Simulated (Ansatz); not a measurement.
Geometry optimisation, Ansatz 0.2.0, UHF/6-31G*.

input.yaml

```yaml
crystal:
  periodic: [false, false, false]
  atoms:
    - { symbol: B, position_ang: [0.0, 0.0, 0.0] }
    - { symbol: Cl, position_ang: [0.0, 0.0, 2.11] }
    - { symbol: H, position_ang: [1.0305, 0.0, -0.595] }
    - { symbol: F, position_ang: [-1.1431, 0.0, -0.66] }
    - { symbol: H, position_ang: [0.0, 0.0, 3.78] }
magnetization:
  spin_polarized: true
  initial_magnetization: 1
basis:
  gaussian: { orbitals: "6-31G*" }
hamiltonian:
  xc: hf
relax:
  f_tol: 0.15
  max_steps: 25
  restrain:
    - { distance: [1, 4], at: 2.57, k: 30.0 }
    - { distance: [0, 1], at: 1.86, k: 30.0 }
```

Launched with:

```bash
$ ansatz run input.yaml --threads 1 --pin off --max-ram 2048MiB --backend cpu --events-out ev --progress --plain --runs-dir out
```

Task: Where does it end, and by what steps?

Result: The forces met the threshold. The restraints hold the end off the free minimum; the threshold counts their pulls, which the force column leaves out. Restrained pairs: Cl2–H5 (1.67 → 2.58 Å), B1–Cl2 (2.11 → 1.82 Å). After 5 steps the energy has fallen by 1.778 eV (the restraints' own energy left out); H5 moved furthest, 0.54 Å.

```csv
step,energy less start (eV),largest force component (eV/Å),accepted
0,0.0000,4.037,yes
1,-1.1928,3.835,yes
2,-1.7457,0.529,yes
3,-1.7822,1.529,yes
4,-1.7767,1.575,yes
5,-1.7783,1.583,yes
```

```xyz
5
Properties=species:S:1:pos:R:3
B 0.003 0.000 -0.077
Cl -0.008 0.000 1.741
H 1.028 0.000 -0.654
F -1.136 0.000 -0.697
H 0.000 0.000 4.322
```

Time of the run: 3.7 s on 1 thread of Intel(R) Xeon(R) 6975P-C (Granite Rapids), with other jobs on the host, peak memory 0.13 GiB.
